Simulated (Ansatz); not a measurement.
**C₂H₄FN: one species, many methods**

One table from this session's results is given with a row withheld; the runs are named, their logs left out.

Program: Ansatz 0.2.0, Gaussian basis. Level of theory: functionals in def2-TZVPP, the program's frozen cores in correlated methods. These are calculated values, not measurements.

Plan: LDA (SPW92), PBE-D4, revPBE-D4, BLYP-D4, r2SCAN-D4, B97M-V, PBE0-D4, B3LYP-D4, r2SCANh-D4, r2SCAN0-D4, HSE06-D4, BHLYP-D4, CAM-B3LYP-D4, LC-ωPBE, ωB97X-V, ωB97M-V, B2PLYP, PBE-QIDH; CCSD(T)/def2-SVP; CCSD(T)/def2-TZVPP; MP2/def2-QZVPP; extrapolation to the limit; RPA on PBE.

1 further run of the same task is left out (it didn't finish).

### Structure used throughout

All runs share one geometry, relaxed beforehand with PBE0-D4 in a triple-zeta def2 set.

SMILES `CC(=N)F`, 8 atoms, charge 0, spin multiplicity 1.

Atoms are counted from 1 here; the program's logs count them from 0.

Bond lengths: C1–C2 1.488 Å, C1–H5 1.088 Å, C1–H6 1.092 Å, C1–H7 1.092 Å, C2–N3 1.247 Å, C2–F4 1.341 Å, N3–H8 1.015 Å. Angles: C2–C1–H5 111.2°, C2–C1–H6 109.7°, C2–C1–H7 109.7°, H5–C1–H6 109.4°, H5–C1–H7 109.4°, H6–C1–H7 107.3°, C1–C2–N3 132.0°, C1–C2–F4 110.6°, N3–C2–F4 117.4°, C2–N3–H8 110.7°.

The first run:

in.yaml

```yaml
crystal:
  periodic: [false, false, false]
  atoms:
    - {symbol: C, position_ang: [-0.246744, 0.732412, -0.287282]}
    - {symbol: C, position_ang: [0.491441, -0.429375, 0.278409]}
    - {symbol: N, position_ang: [0.166295, -1.620854, 0.450446]}
    - {symbol: F, position_ang: [1.725795, -0.065302, 0.654014]}
    - {symbol: H, position_ang: [-1.250547, 0.447964, -0.597181]}
    - {symbol: H, position_ang: [-0.308720, 1.527713, 0.458869]}
    - {symbol: H, position_ang: [0.298437, 1.132696, -1.144958]}
    - {symbol: H, position_ang: [-0.783858, -1.782254, 0.131984]}
basis:
  gaussian: {orbitals: def2-TZVPP}
hamiltonian: {xc: lda}
output: {orbitals: {seedname: orbitals}}
```

The run is started by

```sh
> ansatz run in.yaml --threads 2 --pin off --events-out ev --progress --plain --max-ram 4352MiB
```

Among the steps run: LDA; PBE-D4 (GGA); revPBE-D4 (GGA); BLYP-D4 (GGA); r2SCAN-D4 (meta-GGA); B97M-V (meta-GGA); B3LYP-D4 (hybrid); r2SCANh-D4 (hybrid); r2SCAN0-D4 (hybrid); HSE06-D4 (hybrid); BHLYP-D4 (hybrid); CAM-B3LYP-D4 (range-separated); LC-ωPBE (range-separated); ωB97X-V (range-separated); ωB97M-V (range-separated); B2PLYP (double hybrid); PBE-QIDH (double hybrid).

One table of the session follows, with a row left open; its other results are not shown here.

It belongs to the step «Frontier levels by functional». 

| functional | HOMO (eV) | gap (eV) |
| --- | --- | --- |
| LDA (SPW92) | -6.93 | 5.78 |
| PBE-D4 | -6.81 | 5.90 |
| revPBE-D4 | -6.75 | 5.93 |
| BLYP-D4 | -6.72 | 5.90 |
| r2SCAN-D4 | -7.16 | 6.50 |
| B97M-V | -7.33 | 6.80 |
| PBE0-D4 | -8.42 | 8.65 |
| B3LYP-D4 | -8.18 | 8.10 |
| r2SCANh-D4 | -7.76 | 7.52 |
| r2SCAN0-D4 | ? | ? |
| HSE06-D4 | -8.01 | 7.85 |
| BHLYP-D4 | -9.99 | 11.43 |
| CAM-B3LYP-D4 | -9.93 | 11.34 |
| LC-ωPBE | -11.31 | 13.99 |
| ωB97X-V | -10.95 | 13.56 |
| ωB97M-V | -10.86 | 13.19 |

Estimate the missing values for r2SCAN0-D4.

Worked estimate for «HOMO (eV)». Against the share of exact exchange, r2SCAN-D4 (0, -7.16), r2SCANh-D4 (0.1, -7.76) give a slope of -6.00 per unit share; at 0.25 the line stands at -8.66.

As computed: HOMO (eV): -8.66; gap (eV): 9.04. In «HOMO (eV)» the line misses by 0.00.
